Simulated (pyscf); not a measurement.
H₃C–SnH₃ + methyl (CH₃•) -> H₃C–SnH₂–CH₃ + H atom (H•), a substitution at Sn (doublet surface; H–Sn broken, C–Sn formed). Single points on ωB97X-D3(BJ)/def2-SVP structures (PySCF, gas phase). Energies in kcal/mol from the separated reactants.

Small-basis levels: PySCF, no dispersion term, spherical d functions. AM1 to PM7: differences of heats of formation from MOPAC, which are fitted to 298 K values and so differ in kind from electronic energies by zero-point and thermal terms. GFN2-xTB: tblite. Open shells are spin-unrestricted. 

```json
[
 {"level": "HF/6-31G*+LANL2DZ", "barrier": "38.0", "reaction energy": "+9.9"},
 {"level": "MP2/6-31G*+LANL2DZ", "barrier": "21.4", "reaction energy": "-3.8"},
 {"level": "SVWN5/6-31G*+LANL2DZ", "barrier": "-6.8", "reaction energy": "-1.7"},
 {"level": "PBE/6-31G*+LANL2DZ", "barrier": "4.2", "reaction energy": "+3.0"},
 {"level": "B3LYP/LANL2DZ", "barrier": "13.6", "reaction energy": "+9.8"},
 {"level": "B3LYP/6-31G*+LANL2DZ", "barrier": "12.8", "reaction energy": "+8.5"},
 {"level": "B3LYP/6-311+G**+LANL2DZ", "barrier": "15.9", "reaction energy": "+11.8"},
 {"level": "B3LYP/def2-SVP", "barrier": "14.6", "reaction energy": "+11.0"},
 {"level": "GFN2-xTB", "barrier": "2.1", "reaction energy": "-2.3"},
 {"level": "AM1", "barrier": "16.7", "reaction energy": "+13.3"},
 {"level": "PM6", "barrier": "28.2", "reaction energy": "+11.9"},
 {"level": "PM7", "barrier": "22.4", "reaction energy": "+10.4"},
 {"level": "ωB97M-D3(BJ)/def2-TZVP", "barrier": "16.5", "reaction energy": "+7.4"}
]
```

Against the last row the barrier runs from -23.3 (SVWN5/6-31G*+LANL2DZ) to +21.5 kcal/mol (HF/6-31G*+LANL2DZ). At SVWN5/6-31G*+LANL2DZ this geometry lies under one side, so the entry may be no barrier of that level: it is a single point on another level's saddle. ωB97M-D3(BJ)/def2-TZVP has limits of its own. The same reactants have a lower exit, to H₃C–SnH₂• + CH₄ (barrier +3.3 kcal/mol at ωB97M-D3(BJ)/def2-TZVP, against +16.5 kcal/mol here). One saddle was located; it need not be the lowest between these sides. The angle at the attacked Sn is 178°. In the def2 sets elements past Kr carry core potentials, without spin-orbit coupling.
